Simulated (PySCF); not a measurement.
Below is a simulated gas-phase C 1s photoelectron spectrum of `C[C@@H]1C=C[C@@H]1N`.

Every computed line was given a Gaussian of 0.4 eV full width at half maximum and an area set by the number of equivalent atoms; the highest printed point is 100. Theory: PySCF 2.14.0, delta-SCF UKS SCAN, pcX-2 on the ionised atom, pcseg-1 elsewhere, spin-free X2C.

binding energy (eV), intensity and a bar:
```
    289.3          0 
    289.4          1 
    289.5          6 ##
    289.6         18 #####
    289.7         40 ############
    289.8         68 ####################
    289.9         88 ##########################
    290.0         92 ############################
    290.1         88 ##########################
    290.2         91 ###########################
    290.3        100 ##############################
    290.4         98 #############################
    290.5         74 ######################
    290.6         41 ############
    290.7         18 #####
    290.8          9 ###
    290.9         15 ####
    291.0         30 #########
    291.1         45 #############
    291.2         48 ##############
    291.3         36 ###########
    291.4         19 ######
    291.5          7 ##
    291.6          2 #
    291.7          0
```

Task: Count the maxima, the lines and the sites behind this envelope.

Result: The curve has 3 maxima (at 290.0, 290.3 and 291.2 eV). Under it lie 5 lines from 5 inequivalent carbon sites. At this width some lines have no maximum of their own.

Task: Decompose the envelope and assign each component. Numbering: `[CH3:1][C@@H:2]1[CH:3]=[CH:4][C@@H:5]1[NH2:6]`.

Result: 
```json
{"position (eV)": "289.86", "relative area": "1", "line": "C 1s", "atoms": "C4", "environment": "alkene CH carbon"}
{"position (eV)": "290.02", "relative area": "1", "line": "C 1s", "atoms": "C3", "environment": "alkene CH carbon"}
{"position (eV)": "290.33", "relative area": "1", "line": "C 1s", "atoms": "C1", "environment": "methyl carbon"}
{"position (eV)": "290.42", "relative area": "1", "line": "C 1s", "atoms": "C2", "environment": "allylic carbon"}
{"position (eV)": "291.17", "relative area": "1", "line": "C 1s", "atoms": "C5", "environment": "sp3 carbon bound to nitrogen"}
```

Lowest listed C 1s: C4, bonded to C (double bond), C and H. Highest, 1.31 eV above it: C5, bonded to N, 2 C and H. The widest gap between neighbouring values is 0.75 eV, between 290.42 and 291.17 eV. Summing the Pauling electronegativity differences to the bonded atoms, each weighted by its formal bond order, gives -0.35 for the lowest site and +0.14 for the highest; no listed site has a larger sum than the highest. The smallest sum, -1.05, belongs to C1, 0.47 eV above the lowest.

Shake-up satellites, vibrational structure and lifetime widths aren't simulated. Geometry: GFN2-xTB, one conformer, isolated molecule.

Shape of the structure used: `[CH3:1][C@@H:2]1[CH:3]=[CH:4][C@@H:5]1[NH2:6]`: H–N6–C5–C4 -44°, H–N6–C5–C4 75°.
